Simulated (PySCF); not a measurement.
**Working out the ionisation energy of F**

F [He] 2s2 2p5 (2P) → F⁺ [He] 2s2 2p4 (3P). Calculation: PySCF 2.14, in aug-cc-pCVTZ-DK with one added diffuse shell each of s, p, d, f type (8s7p5d3f, 75 functions); the spin-free X2C one-electron Hamiltonian (Gaussian nucleus). Frozen: 1s2. Energies in hartree (1 hartree = 27.21139 eV):

```csv
part,F (lower),F⁺ (upper)
UHF,-99.493808,-98.918541
CCSD correlation,-0.221785,-0.165163
(T),-0.004627,-0.002347
```

What does Hartree-Fock give?

(-98.918541) − (-99.493808) = 0.575267 hartree = 15.654 eV.

What do CCSD and CCSD(T) give?

The CCSD correlation energies differ by 0.056622 hartree = 1.541 eV and the triples by 0.002280 hartree = 0.062 eV, so CCSD gives 17.195 eV and CCSD(T) 17.257 eV.

Measured between the centres of the two terms (NIST): 17.427 eV, so CCSD(T) (valence) is off by -0.170 eV.

What remains against the reference includes basis incompleteness, the frozen core and higher excitations.
